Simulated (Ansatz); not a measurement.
These are Ansatz (a quantum-chemistry and plane-wave program) with PBE0-D3(BJ)/def2-SVP values and carry that method's errors. No frequencies were computed at this level.

Ansatz 0.2 input:
```yaml
crystal:
  periodic: [false, false, false]
  atoms:
    - { symbol: C, position_ang: [-0.360087, 0.03457, 0.031939] }
    - { symbol: O, position_ang: [0.931044, 0.31813, -0.44754] }
    - { symbol: H, position_ang: [-0.433374, 0.188478, 1.114087] }
    - { symbol: H, position_ang: [-0.663507, -0.991421, -0.203395] }
    - { symbol: H, position_ang: [-1.035219, 0.725731, -0.469116] }
    - { symbol: H, position_ang: [1.561144, -0.275487, -0.025976] }
basis:
  gaussian: { orbitals: def2-svp }
hamiltonian:
  xc: pbe0
  dispersion: d3bj
relax:
  max_steps: 150
```

Output:

```
Functional definition: PBE0
525 factors; integrals over basis functions are off by at most 2.3e-4 eV
mean field evaluation 1: about -3139.5734 eV, gradient 4.0e1 eV
mean field evaluation 2: about -3138.4044 eV, gradient 4.9e1 eV
mean field evaluation 4: about -3142.8599 eV, gradient 1.4e0 eV
mean field evaluation 8: about -3142.8637 eV, gradient 2.0e-3 eV
mean field -3142.86370105 eV, -115.4981107042 hartree, gradient 4.8e-5 eV, S^2 0.000000; 0 other end points of the search recorded, 0 dependent functions left out
reference -3142.86371765 eV, -115.4981113140 hartree; 9, 9 occupied and 39, 39 virtual orbitals, 525 factors
relax step   1: F+E_penalty+E_count = -3142.90465969 eV  Δ(F+E_penalty+E_count) = +0.000e0 eV  max|allowed force component| = 9.676e-1 eV/Å  Δτ_max = 0.0000 Å  (22 SCF iters, accepted)
these checks for a lower state are left out or cut short: starts, cluster_reference, orbital_swaps, neighbouring_geometries, increment
525 factors; integrals over basis functions are off by at most 2.4e-4 eV
mean field evaluation 16: about -3142.8772 eV, gradient 2.2e-2 eV
mean field -3142.87720474 eV, -115.4986069557 hartree, gradient 1.6e-5 eV, S^2 0.000000; 0 other end points of the search recorded, 0 dependent functions left out
reference -3142.87722121 eV, -115.4986075607 hartree; 9, 9 occupied and 39, 39 virtual orbitals, 525 factors
relax step   2: F+E_penalty+E_count = -3142.91813837 eV  Δ(F+E_penalty+E_count) = -1.348e-2 eV  max|allowed force component| = 4.359e-1 eV/Å  Δτ_max = 0.0120 Å  (23 SCF iters, accepted)
these checks for a lower state are left out or cut short: starts, cluster_reference, orbital_swaps, neighbouring_geometries, increment
525 factors; integrals over basis functions are off by at most 2.4e-4 eV
mean field -3142.87957316 eV, -115.4986939933 hartree, gradient 1.6e-5 eV, S^2 0.000000; 0 other end points of the search recorded, 0 dependent functions left out
reference -3142.87958951 eV, -115.4986945943 hartree; 9, 9 occupied and 39, 39 virtual orbitals, 525 factors
relax step   3: F+E_penalty+E_count = -3142.92050825 eV  Δ(F+E_penalty+E_count) = -2.370e-3 eV  max|allowed force component| = 1.681e-2 eV/Å  Δτ_max = 0.0086 Å  (23 SCF iters, accepted)
these checks for a lower state are left out or cut short: starts, cluster_reference, orbital_swaps, neighbouring_geometries, increment
525 factors; integrals over basis functions are off by at most 2.4e-4 eV
mean field -3142.87958500 eV, -115.4986944283 hartree, gradient 2.6e-5 eV, S^2 0.000000; 0 other end points of the search recorded, 0 dependent functions left out
reference -3142.87960134 eV, -115.4986950291 hartree; 9, 9 occupied and 39, 39 virtual orbitals, 525 factors
relax step   4: F+E_penalty+E_count = -3142.92052065 eV  Δ(F+E_penalty+E_count) = -1.240e-5 eV  max|allowed force component| = 1.904e-3 eV/Å  Δτ_max = 0.0006 Å  (17 SCF iters, accepted)
525 factors; integrals over basis functions are off by at most 2.4e-4 eV
mean field evaluation 32: about -3142.8796 eV, gradient 2.6e-5 eV
mean field -3142.87958500 eV, -115.4986944283 hartree, gradient 2.6e-5 eV, S^2 0.000000; 1 other end points of the search recorded, 0 dependent functions left out
reference -3142.87960134 eV, -115.4986950291 hartree; 9, 9 occupied and 39, 39 virtual orbitals, 525 factors
Total energy: -3142.92053700 eV, -115.5001993866 hartree
Atom 0 at    -0.340013     0.036167     0.027003 Å, force     0.000369     0.000284    -0.000319 eV/Å
Atom 1 at     0.940778     0.322064    -0.452764 Å, force    -0.000025    -0.001904     0.001710 eV/Å
Atom 2 at    -0.443584     0.189060     1.119606 Å, force    -0.000072    -0.000166     0.000665 eV/Å
Atom 3 at    -0.674528    -0.994999    -0.202522 Å, force    -0.000168    -0.000658     0.000115 eV/Å
Atom 4 at    -1.043591     0.723619    -0.465763 Å, force    -0.001342     0.001382    -0.001003 eV/Å
Atom 5 at     1.560939    -0.275911    -0.025561 Å, force     0.001237     0.001063    -0.001168 eV/Å
Dipole moment:    -0.043885    -0.248993     0.230656 e Å
```

Cost: very roughly 5 core-seconds.
